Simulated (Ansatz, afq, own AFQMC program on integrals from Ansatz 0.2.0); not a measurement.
**AlC, quartet: AFQMC among the cluster methods**

```yaml
atoms:
  - { symbol: Al, position_ang: [0.0000, 0.0000, 0.0000] }
  - { symbol: C, position_ang: [0.0000, 0.0000, 1.5950] }
```

Basis cc-pVDZ. Noble-gas cores (and the filled d shells of Ga–Kr and In–Xe) are frozen. AFQMC by an in-house program on the Cholesky factors that Ansatz 0.2.0 writes for its CCSD(T) run. ph-AFQMC/CISD is guided by a CISD state made of CCSD amplitudes; releasing the constraint for a short imaginary time cuts its bias at the price of noise, slowly where states lie close. Free projection: walkers drawn from exp(T), propagated without any constraint. Its projection time is finite, and what remains of the start isn't in its error. ± is one standard error of the sampling.

Determinant: UHF, the one that the program's search chose, which needn't be the lowest solution. The geometry is a point of a scan.

Full CI on the same integrals is exact in this basis and with this determinant's frozen core.

Cautions: lower spins were not checked; strong correlation (T1 0.053, weight of the determinant 0.86, largest double 0.09); the released energies are still falling, so no released level is given (meV from the phaseless value at times in 1/Eh: -2 ± 3 at 0.24, -7.0 ± 2.0 at 0.51, -11.3 ± 1.8 at 0.99, -16.8 ± 2.3 at 1.62, -18.2 ± 2.5 at 2.40), though the last usable value meets full CI within the noise.

* T1 diagnostic: 0.0534
* weight of the determinant in the CISD state: 0.856
* ⟨S²⟩ of the determinant: 3.757
* size of the correlated space: 7 electrons in 26 orbitals

```tsv
level	correlation energy (eV)
MP2	-2.7947
CCSD	-3.6946
CCSD(T)	-3.8104
```

Problem. Estimate where phaseless AFQMC with a CISD trial lies against CCSD(T) on the same integrals.

Solution. 2.2 ± 0.3 kJ/mol below CCSD(T).

Reference: full CI, correlation energy -3.855 eV.

| level | E − E(reference) (kJ/mol) | share of correlation (%) |
| --- | --- | --- |
| CCSD(T) | 4.3 | 98.83 |
| CCSDT | 0.8 | 99.79 |
| CCSDT(Q) | 0.1 | 99.98 |
| CCSDTQ | 0.0 | 99.99 |
| ph-AFQMC/HF | 6.6 ± 1.7 | 98.21 |
| ph-AFQMC/CISD | 2.1 ± 0.3 | 99.43 |
| free AFQMC | 0.6 ± 0.3 | 99.84 |

CCSDT and higher add their correlation energy to the determinant of the CCSD(T) run, since their own runs factorise the integrals more tightly (a shift of under 2 meV). Free projections are given only where their last times agree within the noise and don't stop above the reference; a slow remainder of the start can still hide under it. A walk keeps the symmetry of its determinant, which the program's search chose and which needn't be the lowest solution, so a lower state of the same spin and another symmetry isn't excluded.
